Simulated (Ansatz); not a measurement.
**Black phosphorus**

These are PBEsol (plane waves, PAW; Ansatz, a quantum-chemistry and plane-wave program) values and carry that method's errors.

Cell: relaxed at this level.

```yaml
interlayer_binding_energy: 17.4 meV/Å²
layer_repeat_distance: 5.147 Å
gap_between_the_layers: 2.979 Å
```

Note: the cell comes from a level without a dispersion term, which matters for the spacing of layers, chains or molecules.
